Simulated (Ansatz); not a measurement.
## BeGe, triplet in cc-pVDZ: errors against full CI

Geometry: a point of a stretch scan, not a stationary point.

```yaml
atoms:
  - { symbol: Ge, position_ang: [0.0000, 0.0000, 0.0000] }
  - { symbol: Be, position_ang: [0.0000, 0.0000, 2.4200] }
```

Basis cc-pVDZ; Ansatz 0.2.0. Correlated methods freeze the noble-gas cores and the filled d shells of p-block atoms, which leaves 6 electrons in 26 orbitals. Prefix R: restricted or restricted open-shell reference; prefix U: unrestricted. Active spaces: pair = (4e, 4o) about the gap; valence = (6e, 8o) chosen from the atoms' valence shells. No spin–orbit coupling is included, and no scalar relativity.

Full CI is exact within this basis and frozen core; it isn't the basis-set limit. The frozen core follows each run's orbitals, which can shift R against U totals by a few meV for light atoms and by up to 0.1 eV past Ca.

HF rows: RHF is the determinant under the cluster runs. Coupled cluster chose its determinant by a search with trial CCSD, here up to 0.07 eV above the lowest Hartree–Fock solution of its kind, and MP2 stands on that determinant too.

```
UHF ⟨S²⟩                          : 2.689
T1 diagnostic (RCCSD)             : 0.0504
largest doubles amplitude (RCCSD) : 0.200
```

```tsv
level	E − E(full CI) (kJ/mol)	share of correlation (%)	wall time
RHF	332.1	0.00	–
RMP2	97.2	70.74	–
RCCSD	21.8	93.44	–
RCCSD(T)	6.0	98.20	7.5 s
BCCD(T)	6.5	98.05	8.5 s
RCCSDT	1.3	99.62	–
RCCSDT(Q)	0.1	99.96	16 s
CASSCF (pair space)	257.5	22.46	–
NEVPT2 (pair space)	74.8	77.47	2.3 s
MRCISD (pair space)	26.7	91.96	–
MRCISD+Q (pair space)	4.2	98.74	2.6 s
CASSCF (valence space)	148.7	55.22	–
NEVPT2 (valence space)	35.8	89.23	5.5 s
MRCISD (valence space)	5.8	98.26	–
MRCISD+Q (valence space)	-1.0	100.31	6.5 s
```

The correlation energy at full CI, counted from RHF, is -3.442 eV. That run took 38 s on 1 thread of Arm Neoverse V1, shared host over 1,689,344 determinants.

Run but not shown, since their state, orbitals or frozen core can't be matched to the reference's or they repeat it: UHF, UMP2, CISD, UCCSD, UCCSD(T), UCCSDT, UCCSDT(Q).

Times hold each run's SCF and search for its determinant on a shared host, so for small cases they say little of a method's own cost; they ran on 1 thread of Arm Neoverse V1.

More than 5 meV below full CI, which no variational method can be: MRCISD+Q (valence space).

The full-CI state has the irrep A2 of C2v, in the program's axes (one component, if the state is degenerate).

Natural occupations of full CI about the gap: 1.935 1.769 0.972 0.972 0.170 0.047 0.047 0.024 0.009 0.009; effectively unpaired electrons, Σ n²(2−n)², 2.30.
